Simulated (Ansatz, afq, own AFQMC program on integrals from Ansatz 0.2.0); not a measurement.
# CH₂NSi (doublet): quantum Monte Carlo beside coupled cluster as a fragment species, def2-TZVP

Aim: compute CH₂NSi (doublet) with auxiliary-field quantum Monte Carlo on the same integrals as coupled cluster, and set the energies side by side.

Computed with Ansatz 0.2.0, Gaussian basis, and an in-house AFQMC program (afq) on its integrals; all values are calculated. Level: def2-TZVP, frozen cores.

To be run: PBE (unrestricted); CCSD(T) on UHF; r2SCAN (unrestricted); PBE0 (unrestricted); B3LYP (unrestricted); wB97M-V (unrestricted); B2PLYP (unrestricted); Phaseless AFQMC, CISD trial on UHF.

8 further runs of the same task are left out: 1 that didn't finish, 7 set aside as unsound or not needed.

## 1. The geometry

The geometry is a PBE0/def2-SVP stationary point (not a proven minimum).

5 atoms, charge 0, spin multiplicity 2.

Atoms are counted from 1 here; the program's logs count them from 0.

Bond lengths: N1–C2 1.163 Å, C2–Si3 1.840 Å, Si3–H4 1.488 Å, Si3–H5 1.488 Å. Angles: N1–C2–Si3 176.1°, C2–Si3–H4 109.7°, C2–Si3–H5 109.7°, H4–Si3–H5 114.3°.

Geometry (Å):

```xyz
5
charge 0, multiplicity 2
N     0.7119   -2.2272    0.8793
C     0.4633   -1.1574    0.4978
Si   -0.0402    0.4913   -0.1465
H     0.8917    0.9152   -1.2259
H    -0.1546    1.4573    0.9790
```

## 2. PBE (unrestricted)

Input file in.yaml:

```yaml
crystal:
  periodic: [false, false, false]
  atoms:
    - {symbol: N, position_ang: [0.711949, -2.227166, 0.879337]}
    - {symbol: C, position_ang: [0.463321, -1.157352, 0.497795]}
    - {symbol: Si, position_ang: [-0.040239, 0.491295, -0.146530]}
    - {symbol: H, position_ang: [0.891671, 0.915202, -1.225877]}
    - {symbol: H, position_ang: [-0.154602, 1.457321, 0.978975]}
basis:
  gaussian: {orbitals: def2-TZVP}
magnetization: {spin_polarized: true, initial_magnetization: 1}
hamiltonian: {xc: {name: PBE}}
output: {orbitals: {seedname: orbitals}}
```

Launch:

```console
ansatz run in.yaml --threads 1 --pin off --events-out ev --progress --plain --max-ram 8192MiB --backend cpu
```

What it wrote:

```text
Functional definition: PBE
  name "PBE"
  cite "Perdew, Burke & Ernzerhof, Phys. Rev. Lett. 77, 3865 (1996) doi:10.1103/PhysRevLett.77.3865"
  parent pbe
  parameter kappa = 0.804
  parameter beta = 0.06672455060314922
  exchange = pbe_x(kappa = kappa, mu = beta*pi^2/3)
  correlation = pbe_c(beta = beta)
675 factors; their error is unknown
mean field evaluation 1: about -10420.4302 eV, gradient 4.1e1 eV
mean field evaluation 2: about -10285.1251 eV, gradient 1.3e2 eV
mean field evaluation 4: about -10424.5433 eV, gradient 3.4e1 eV
mean field evaluation 8: about -10429.2137 eV, gradient 1.7e-1 eV
mean field evaluation 16: about -10429.2045 eV, gradient 4.9e-4 eV
mean field -10429.20453579 eV, -383.2661975217 hartree, gradient 2.5e-5 eV, S^2 0.753406; 0 other end points of the search recorded, 0 dependent functions left out
reference -10429.20457073 eV, -383.2661988057 hartree; 15, 14 occupied and 96, 97 virtual orbitals, 675 factors
Total energy: -10429.20457073 eV, -383.2661988057 hartree
```

It took 2.6 s on 1 thread of AMD EPYC 7R13 (Zen 3), shared host; peak memory 1.9 GiB.

From the report: ⟨S²⟩ of the determinant 0.753 (pure doublet: 0.75).

## 3. CCSD(T) on UHF

in.yaml, as its differences from that of step 2:

```diff
@@ -11,3 +11,2 @@
 magnetization: {spin_polarized: true, initial_magnetization: 1}
-hamiltonian: {xc: {name: PBE}}
-output: {orbitals: {seedname: orbitals}}
+correlation: {method: ccsd_t, electrons: outside_noble_gas, hamiltonian_folder: ham}
```

Launch:

```console
ansatz run in.yaml --threads 1 --pin off --events-out ev --progress --plain --max-ram 24576MiB --backend cuda --devices 0, --max-vram 18GiB
```

What it wrote, cut to the lines that bear on the results:

```text
Functional definition: HF
  name "HF"
  cite "Fock, Z. Phys. 61, 126 (1930) doi:10.1007/BF01340294"
  parent pbe
[...]
713 factors; integrals over basis functions are off by at most 1.0e-3 eV
[...]
mean field -10406.08698604 eV, -382.4166432380 hartree, gradient 2.9e-6 eV, S^2 0.838406; 3 other end points of the search recorded, 0 dependent functions left out
7 core orbitals not correlated: weight in the atoms' cores, before any rotation towards them, 1.000 or more for the frozen orbitals, at most 0.000 for the correlated occupied ones
reference -10406.08698604 eV, -382.4166432380 hartree; 8, 7 occupied and 96, 97 virtual orbitals, 713 factors
second order -11.48429140 eV of doubles, -0.00000000 eV of singles
cycle   1  -11.56961425 eV  change   -8.5e-2 eV  update   1.1e-1
[...]
cycle  12  -12.22376945 eV  change    7.2e-6 eV  update   9.6e-6
perturbative correction -0.61145764 eV, -0.0224706537 hartree
Total energy: -10418.92221313 eV, -382.8883291334 hartree
```

It took 6 s on 1 × NVIDIA H100 80GB HBM3 with 1 thread of AMD EPYC 7R13 (Zen 3), shared host; peak host memory 1.9 GiB.

From the report: ⟨S²⟩ of the determinant 0.838 (pure doublet: 0.75); correlation -12.8352 eV; T1 0.030; largest double amplitude 0.05.

This run also writes the integrals to the folder ham.

## 4. r2SCAN (unrestricted)

in.yaml, as its differences from that of step 3:

```diff
@@ -11,2 +11,2 @@
 magnetization: {spin_polarized: true, initial_magnetization: 1}
-correlation: {method: ccsd_t, electrons: outside_noble_gas, hamiltonian_folder: ham}
+hamiltonian: {xc: {name: r2SCAN}}
```

Launch:

```console
ansatz run in.yaml --threads 1 --pin off --events-out ev --progress --plain --max-ram 8192MiB --backend cpu
```

What it wrote:

```text
Functional definition: r2SCAN
  name "r2SCAN"
  cite "Furness, Kaplan, Ning, Perdew & Sun, J. Phys. Chem. Lett. 11, 8208 (2020) doi:10.1021/acs.jpclett.0c02405"
  cite "Furness, Kaplan, Ning, Perdew & Sun, J. Phys. Chem. Lett. 11, 9248 (2020) doi:10.1021/acs.jpclett.0c03077"
  parent r2scan
  parameter k0 = 0.174
  parameter k1 = 0.065
  parameter a1 = 4.9479
  exchange = r2scan_x(k0 = k0, k1 = k1, a1 = a1)
  correlation = r2scan_c
675 factors; their error is unknown
mean field evaluation 1: about -10426.9382 eV, gradient 3.8e1 eV
mean field evaluation 2: about -10346.0563 eV, gradient 1.1e2 eV
mean field evaluation 4: about -10432.0468 eV, gradient 2.3e1 eV
mean field evaluation 8: about -10434.2042 eV, gradient 1.8e-1 eV
mean field evaluation 16: about -10434.1948 eV, gradient 8.2e-4 eV
mean field -10434.19480026 eV, -383.4495863582 hartree, gradient 3.3e-5 eV, S^2 0.757578; 0 other end points of the search recorded, 0 dependent functions left out
reference -10434.19481252 eV, -383.4495868089 hartree; 15, 14 occupied and 96, 97 virtual orbitals, 675 factors
Total energy: -10434.19481252 eV, -383.4495868089 hartree
```

It took 6.5 s on 1 thread of AMD EPYC 7R13 (Zen 3), shared host; peak memory 1.9 GiB.

From the report: ⟨S²⟩ of the determinant 0.758 (pure doublet: 0.75).

## 5. PBE0 (unrestricted)

in.yaml, as its differences from that of step 4:

```diff
@@ -11,2 +11,3 @@
 magnetization: {spin_polarized: true, initial_magnetization: 1}
-hamiltonian: {xc: {name: r2SCAN}}
+hamiltonian: {xc: {name: PBE0}}
+output: {orbitals: {seedname: orbitals}}
```

Launched as before.

What it wrote:

```text
Functional definition: PBE0
  name "PBE0"
  cite "Adamo & Barone, J. Chem. Phys. 110, 6158 (1999) doi:10.1063/1.478522"
  cite "Perdew, Burke & Ernzerhof, Phys. Rev. Lett. 77, 3865 (1996) doi:10.1103/PhysRevLett.77.3865"
  parent pbe
  parameter a = 0.25
  parameter kappa = 0.804
  parameter beta = 0.06672455060314922
  exchange = (1 - a)*pbe_x(kappa = kappa, mu = beta*pi^2/3) + a*exact_x
  correlation = pbe_c(beta = beta)
691 factors; their error is unknown
mean field evaluation 1: about -10424.0523 eV, gradient 3.4e1 eV
mean field evaluation 2: about -10385.0241 eV, gradient 8.1e1 eV
mean field evaluation 4: about -10429.5149 eV, gradient 8.4e0 eV
mean field evaluation 8: about -10429.8715 eV, gradient 1.0e-1 eV
mean field evaluation 16: about -10429.9147 eV, gradient 5.6e-4 eV
mean field -10429.91466632 eV, -383.2922943370 hartree, gradient 1.8e-5 eV, S^2 0.755531; 0 other end points of the search recorded, 0 dependent functions left out
reference -10429.91469295 eV, -383.2922953157 hartree; 15, 14 occupied and 96, 97 virtual orbitals, 691 factors
Total energy: -10429.91469295 eV, -383.2922953157 hartree
```

It took 3.6 s on 1 thread of AMD EPYC 7R13 (Zen 3), shared host; peak memory 2 GiB.

From the report: ⟨S²⟩ of the determinant 0.756 (pure doublet: 0.75).

## 6. B3LYP (unrestricted)

in.yaml, as its differences from that of step 5:

```diff
@@ -11,3 +11,2 @@
 magnetization: {spin_polarized: true, initial_magnetization: 1}
-hamiltonian: {xc: {name: PBE0}}
-output: {orbitals: {seedname: orbitals}}
+hamiltonian: {xc: {name: B3LYP}}
```

Launched as before.

What it wrote, cut to the lines that bear on the results:

```text
Functional definition: B3LYP
  name "B3LYP"
  cite "Stephens, Devlin, Chabalowski & Frisch, J. Phys. Chem. 98, 11623 (1994) doi:10.1021/j100096a001"
  cite "Becke, Phys. Rev. A 38, 3098 (1988) doi:10.1103/PhysRevA.38.3098"
  cite "Lee, Yang & Parr, Phys. Rev. B 37, 785 (1988) doi:10.1103/PhysRevB.37.785"
  cite "Vosko, Wilk & Nusair, Can. J. Phys. 58, 1200 (1980) doi:10.1139/p80-159"
[...]
684 factors; their error is unknown
[...]
mean field -10437.02153135 eV, -383.5534668100 hartree, gradient 3.9e-5 eV, S^2 0.754076; 0 other end points of the search recorded, 0 dependent functions left out
reference -10437.02174868 eV, -383.5534747964 hartree; 15, 14 occupied and 96, 97 virtual orbitals, 684 factors
Total energy: -10437.02174868 eV, -383.5534747964 hartree
```

Run time: 3.4 s. Hardware: 1 thread of AMD EPYC 7R13 (Zen 3), shared host; peak memory 2 GiB.

From the report: ⟨S²⟩ of the determinant 0.754 (pure doublet: 0.75).

## 7. wB97M-V (unrestricted)

in.yaml, as its differences from that of step 6:

```diff
@@ -11,2 +11,3 @@
 magnetization: {spin_polarized: true, initial_magnetization: 1}
-hamiltonian: {xc: {name: B3LYP}}
+hamiltonian: {xc: {name: wB97M-V}}
+output: {orbitals: {seedname: orbitals}}
```

Same command.

What it wrote, cut to the lines that bear on the results:

```text
Functional definition: wB97M-V
  name "wB97M-V"
  cite "Mardirossian & Head-Gordon, J. Chem. Phys. 144, 214110 (2016) doi:10.1063/1.4952647"
  cite "Becke, J. Chem. Phys. 107, 8554 (1997) doi:10.1063/1.475007"
  cite "Vydrov & Van Voorhis, J. Chem. Phys. 133, 244103 (2010) doi:10.1063/1.3521275"
  # Of w^i u^j: cxij and so on, Table III.
[...]
  gx(w, u) = 1 - cx + cx01*u + cx10*w
  gss(w, u) = css00 + css04*u^4 + css10*w + css20*w^2 + css43*w^4*u^3
  gos(w, u) = cos00 + cos10*w + (cos20 + cos21*u)*w^2 + (cos60 + cos61*u)*w^6
[...]
      + integral(e_c_pw_mod_opposite_spin*gos(b97_w_opposite, b97_u_opposite)) + vv10(b, c)
675 factors; their error is unknown
163 factors; integrals over basis functions are off by at most 2.4e-5 eV
[...]
mean field -10434.88229066 eV, -383.4748511646 hartree, gradient 8.7e-5 eV, S^2 0.753570; 0 other end points of the search recorded, 0 dependent functions left out
reference -10434.88233036 eV, -383.4748526235 hartree; 15, 14 occupied and 96, 97 virtual orbitals, 675 factors
Total energy: -10434.88233036 eV, -383.4748526235 hartree
```

It took 10 s on 1 thread of AMD EPYC 7R13 (Zen 3), shared host; peak memory 2 GiB.

From the report: ⟨S²⟩ of the determinant 0.754 (pure doublet: 0.75).

## 8. B2PLYP (unrestricted)

in.yaml, as its differences from that of step 7:

```diff
@@ -11,3 +11,3 @@
 magnetization: {spin_polarized: true, initial_magnetization: 1}
-hamiltonian: {xc: {name: wB97M-V}}
-output: {orbitals: {seedname: orbitals}}
+hamiltonian: {xc: {name: B2PLYP}}
+correlation: {electrons: outside_noble_gas}
```

Launched as before.

What it wrote, cut to the lines that bear on the results:

```text
Functional definition: B2PLYP
  name "B2PLYP"
  cite "Grimme, J. Chem. Phys. 124, 034108 (2006) doi:10.1063/1.2148954"
  cite "Becke, Phys. Rev. A 38, 3098 (1988) doi:10.1103/PhysRevA.38.3098"
  cite "Lee, Yang & Parr, Phys. Rev. B 37, 785 (1988) doi:10.1103/PhysRevB.37.785"
[...]
713 factors; integrals over basis functions are off by at most 1.0e-3 eV
[...]
mean field -10427.16562855 eV, -383.1912690627 hartree, gradient 9.0e-6 eV, S^2 0.760087; 0 other end points of the search recorded, 0 dependent functions left out
7 core orbitals not correlated: weight in the atoms' cores, before any rotation towards them, 1.000 or more for the frozen orbitals, at most 0.000 for the correlated occupied ones
reference -10427.16576744 eV, -383.1912741668 hartree; 8, 7 occupied and 96, 97 virtual orbitals, 713 factors
second order -14.69339935 eV of doubles, -0.00000000 eV of singles
Total energy: -10431.13298527 eV, -383.3370667328 hartree
```

Wall time 4.7 s (1 thread of AMD EPYC 7R13 (Zen 3), shared host); peak memory 2 GiB.

From the report: ⟨S²⟩ of the determinant 0.760 (pure doublet: 0.75).

## 9. Phaseless AFQMC, CISD trial on UHF

It reads the integrals that the CCSD(T) run on this determinant wrote.

Launch:

```console
afq ham --method phaseless --trial cisd --walkers 800 --populations 20 --least-time 60 --time-step 0.005 --steps-per-block 50 --equilibration-blocks 28 --max-blocks 4000 --target-error 0.00023 --factor-cut 1e-05 --start spin_pure --seed 306 --release-times 0.24,0.5,1 --release-step 0.02 --release-every 4 --taylor-order 6
```

What it wrote:

```text
orbitals 104  electrons 8 7  factors 709 of 713
reference energy -382.41664324 Eh
CCSD correlation -0.44921589 Eh in 13 cycles, weight of the determinant in the CISD state 0.8168
energy of the start -382.855000 Eh
 block  time / (1/Eh)  mean weight  energy / Eh
     1     0.250  0.9996  -382.855087
     2     0.500  1.0004  -382.862434
     3     0.750  0.9990  -382.872178
     4     1.000  0.9996  -382.880079
     5     1.250  0.9998  -382.882469
     6     1.500  0.9988  -382.891416
     7     1.750  0.9998  -382.890256
     8     2.000  1.0007  -382.889773
     9     2.250  1.0001  -382.890808
    10     2.500  1.0001  -382.889509
    12     3.000  0.9995  -382.890927
    23     5.750  0.9998  -382.886723
    34     8.500  1.0001  -382.888885
    45    11.250  1.0003  -382.890121
    56    14.000  1.0006  -382.894775
    67    16.750  0.9998  -382.887792
    78    19.500  0.9999  -382.892898
    89    22.250  0.9997  -382.890423
   100    25.000  1.0000  -382.891832
   111    27.750  1.0003  -382.888695
   122    30.500  1.0006  -382.895506
   133    33.250  0.9997  -382.892256
   144    36.000  1.0000  -382.897045
   155    38.750  1.0000  -382.886077
   166    41.500  0.9989  -382.889175
   177    44.250  0.9998  -382.889329
   188    47.000  1.0006  -382.888834
   199    49.750  1.0001  -382.898811
   210    52.500  1.0013  -382.885841
   221    55.250  0.9989  -382.896787
   232    58.000  1.0005  -382.889707
   243    60.750  1.0001  -382.894173
   254    63.500  0.9998  -382.889682
   265    66.250  0.9996  -382.887032
   276    69.000  1.0002  -382.886910
   287    71.750  0.9993  -382.888653
   298    74.500  0.9997  -382.889979
   309    77.250  1.0000  -382.892593
   320    80.000  0.9995  -382.886015
   331    82.750  1.0000  -382.888788
   342    85.500  1.0004  -382.892374
   353    88.250  0.9987  -382.886332
   364    91.000  1.0005  -382.890307
   375    93.750  0.9998  -382.888020
   386    96.500  1.0006  -382.888369
   397    99.250  1.0005  -382.891468
   408   102.000  0.9990  -382.887499
   419   104.750  1.0014  -382.895113
   430   107.500  1.0002  -382.891570
   441   110.250  0.9996  -382.903767
error from the spread of 20 populations
released: time / (1/Eh)  energy / Eh  error  mean overlap
  0.24  -382.890441  0.000286  0.9970
  0.50  -382.890620  0.000279  0.9929
  1.00  -382.890563  0.000219  0.9915
energy -382.890057 +/- 0.000280 Eh
```

Run time: 4 min. Hardware: 1 × NVIDIA H100 80GB HBM3 with 1 thread of AMD EPYC 7R13 (Zen 3), shared host; peak host memory 2 GiB.

Energy -10418.9692 ± 0.0076 eV. Caveats: constraint bias not in the error.

## 10. AFQMC on the ladder

On the UHF determinant, counted from CCSD(T) (a yardstick, not exact):

```
                                               level  energy (eV)  from CCSD(T) (meV)  statistical error (meV)   time
                                                  HF  -10406.0870            +12835.2                                
                                                 MP2  -10417.5713             +1350.9                                
                                                CCSD  -10418.3108              +611.5                                
                                             CCSD(T)  -10418.9222                 0.0                                
Phaseless AFQMC, CISD trial, step 0.005, 800 walkers  -10418.9692               -47.0                      7.6  4 min
```

The functionals' totals stand on their own zeros and serve differences with other points: PBE -10429.205 eV; r2SCAN -10434.195 eV; PBE0 -10429.915 eV; B3LYP -10437.022 eV; wB97M-V -10434.882 eV; B2PLYP -10431.133 eV.

## 11. Summary of results

```
                                       quantity            value
Phaseless AFQMC, CISD trial on UHF from CCSD(T)  -47.0 ± 7.6 meV
```

**Reading.** On UHF the phaseless walk with the CISD trial lies -47.0 meV from CCSD(T), 6 times its error bar. Error bars are statistical and leave out the constraint, the time step and what remains of the start.
